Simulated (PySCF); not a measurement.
## One molecule, many functionals

Species: SiH₄.
InChI=1S/H4Si/h1H4

Linear-response calculations in the def2-SVPD basis (PySCF; singlets by full response, triplets Tamm–Dancoff, core orbitals frozen in the response; HF means time-dependent Hartree–Fock). 'Strongest' is the level of largest summed f among the singlets computed (10 roots, of which the last may lack a degenerate partner); it can jump between rows when another state enters that window. S1 is the lowest singlet of each run and needn't be the same state throughout; f(S1) is that of one state. Isolated species at its PBE0-D3(BJ)/def2-SVP geometry, gas phase.

```tsv
functional	kind	S1 (eV)	f(S1)	strongest (eV)	T1 (eV)	HOMO (eV)	gap (eV)	ionisation energy, ΔSCF (eV)
LDA	LDA	8.47	0.095	8.47	8.01	-8.48	8.35	12.40
PBE	GGA	8.54	0.086	8.54	7.95	-8.48	8.41	12.36
B3LYP	global hybrid, 20% exact exchange	8.95	0.117	8.95	8.33	-9.62	9.88	12.43
PBE0	global hybrid, 25% exact exchange	9.16	0.126	9.16	8.31	-9.82	10.37	12.40
BHandHLYP	global hybrid, 50% exact exchange	9.52	0.000	9.57	8.64	-11.11	12.07	12.61
CAM-B3LYP	range-separated hybrid	9.27	0.000	9.27	8.50	-11.25	12.36	12.57
wB97X-D	range-separated hybrid	9.28	0.000	9.41	8.80	-11.77	13.75	12.54
LC-wPBE	range-separated hybrid	9.47	0.000	9.84	8.61	-12.69	14.71	not settled
HF	Hartree–Fock	10.04	0.000	10.32	8.80	-13.17	15.39	not settled
```

S1 runs from 8.47 eV (LDA) to 10.04 eV (HF), a spread of 1.57 eV, while the orbital gap spreads over 7.0 eV. Along PBE (0%), B3LYP (20%), PBE0 (25%), BHandHLYP (50%), HF (100%) S1 rises with the share of exact exchange. −ε(HOMO) comes closest to its own ΔSCF ionisation energy with wB97X-D (-0.77 eV) and misses most with LDA (-3.92 eV). 'Not settled' means that the ion's SCF failed to converge or may have ended in another state than the lowest.
